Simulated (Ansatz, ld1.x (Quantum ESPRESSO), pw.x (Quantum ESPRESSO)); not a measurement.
# lead: does the TM potential hold in the solid?

```json
{"Element": "lead", "Generator": "ld1.x (Quantum ESPRESSO) 7.5", "Type": "norm-conserving Troullier–Martins (Kleinman–Bylander form)", "Functional": "PBE", "Relativity": "scalar-relativistic", "Frozen core": "[Xe] 4f14", "Valence charge": "14", "Reference configuration": "5d10 6s2 6p2", "Partial waves": "6p (bound): rc 1.90 bohr; 5d (bound): rc 1.95 bohr; 6s (bound): rc 1.92 bohr", "Local potential": "the s channel", "Core correction": "none"}
```

Atomic tests: cutoffs needed: 50 Ry and 90 Ry (the cutoffs (Ry, on a coarse ladder) from which the occupation-weighted sum of valence levels, in a spherical-Bessel basis at the reference potential, stays within 10 and 1 mRy of its value at 400 Ry); ghost test: no extra level below or beside the all-electron valence levels (p, d, s, f tested) (spherical-Bessel basis up to 400 Ry, 20 bohr box); largest excitation error: -108 meV (all-electron minus pseudo) for 5d9 6s2 6p3, out of 7 test configurations.

Crystal test: fcc Pb in pw.x 7.5, no spin, 11³ k-points, Fermi–Dirac smearing 0.01 Ry, cutoffs 110/440 Ry. The reference is all-electron LAPW (Ansatz 0.2.0) with the same functional, mesh and smearing; V0 and B0 come from Birch–Murnaghan fits to the pressures at five volumes. Errors are pseudo minus all-electron; Δ is the rms difference of the E(V) curves that follow from these fits, minima aligned, over ±6 % about the mean V0. Mesh and smearing are coarse, so the numbers serve the comparison and aren't converged zero-temperature values; the lattice is a test structure that the element need not adopt.

| V (Å³/atom) | P all-electron (GPa) | P pseudo (GPa) |
| --- | --- | --- |
| 30.422 | 2.19 | 2.66 |
| 31.222 | 0.99 | 1.39 |
| 32.023 | -0.05 | 0.30 |
| 32.824 | -0.95 | -0.64 |
| 33.624 | -1.73 | -1.46 |

All-electron: a0 = 5.039 Å (V0 = 31.98 Å³/atom), B0 = 38.9 GPa.

Pseudopotential: mean pressure error (GPa): +0.36; a0 (Å): 5.054; a0 error (%): +0.30; B0 error (%): +0.5; Δ (meV/atom): 2.5.

At the middle volume, how do free energy and pressure move when the wave cutoff is lowered (ecutrho kept at four times it)?

```csv
cutoff (Ry),shift of F (meV/atom),shift of P (GPa)
50,+128.6,-5.77
66,+31.4,-0.09
88,+6.6,-0.11
```

Input at the middle volume:

```
&control
  calculation='scf', prefix='x', pseudo_dir='./', outdir='./tmp', tstress=.true., disk_io='low'
/
&system
  ibrav=0, nat=1, ntyp=1, ecutwfc=110, ecutrho=440, nbnd=15,
  occupations='smearing', smearing='fd', degauss=0.01
/
&electrons
  conv_thr=1e-09, mixing_beta=0.4, electron_maxstep=70
/
ATOMIC_SPECIES
Pb 1.0 Pb.UPF
CELL_PARAMETERS angstrom
  0.00000000 2.52044567 2.52044567
  2.52044567 0.00000000 2.52044567
  2.52044567 2.52044567 0.00000000
ATOMIC_POSITIONS crystal
Pb 0.0000 0.0000 0.0000
K_POINTS automatic
11 11 11 0 0 0
```

```bash
pw.x < Pb.scf.in > Pb.scf.out
```

Lines of the output:

```
Message from routine setup:
     using ibrav=0 with symmetry is DISCOURAGED, use correct ibrav instead
     lattice parameter (alat)  =       6.7358  a.u.
     unit-cell volume          =     216.1019 (a.u.)^3
     number of electrons       =        14.00
     number of Kohn-Sham states=           15
     kinetic-energy cutoff     =     110.0000  Ry
     charge density cutoff     =     440.0000  Ry
     scf convergence threshold =      1.0E-09
     Exchange-correlation= PBE
     number of k points=    56  Fermi-Dirac smearing, width (Ry)=  0.0100
     iteration #  1     ecut=   110.00 Ry     beta= 0.40
     total energy              =    -119.82013734 Ry
     estimated scf accuracy    <       0.00234731 Ry
     iteration #  2     ecut=   110.00 Ry     beta= 0.40
     total energy              =    -119.82021373 Ry
     estimated scf accuracy    <       0.00037208 Ry
     iteration #  3     ecut=   110.00 Ry     beta= 0.40
     total energy              =    -119.82026853 Ry
     estimated scf accuracy    <       0.00002985 Ry
     iteration #  4     ecut=   110.00 Ry     beta= 0.40
     total energy              =    -119.82027017 Ry
     estimated scf accuracy    <       0.00000014 Ry
     iteration #  5     ecut=   110.00 Ry     beta= 0.40
     total energy              =    -119.82027044 Ry
     estimated scf accuracy    <       0.00000003 Ry
     iteration #  6     ecut=   110.00 Ry     beta= 0.40
     total energy              =    -119.82027044 Ry
     estimated scf accuracy    <          6.8E-09 Ry
     iteration #  7     ecut=   110.00 Ry     beta= 0.40
     the Fermi energy is    10.5730 ev
!    total energy              =    -119.82027044 Ry
     estimated scf accuracy    <          6.7E-10 Ry
     smearing contrib. (-TS)   =      -0.00231696 Ry
     The total energy is F=E-TS. E is the sum of the following terms:
     one-electron contribution =     -37.52075467 Ry
     hartree contribution      =      26.79740589 Ry
     xc contribution           =     -14.75889008 Ry
     ewald contribution        =     -94.33571461 Ry
     convergence has been achieved in   7 iterations
          total   stress  (Ry/bohr**3)                   (kbar)     P=        3.04
```

The run at the middle volume (56 k-points, 7 iterations) took about 44 s on one core of a shared host (Neoverse-V1, 32 threads, 247 GiB, load 13).
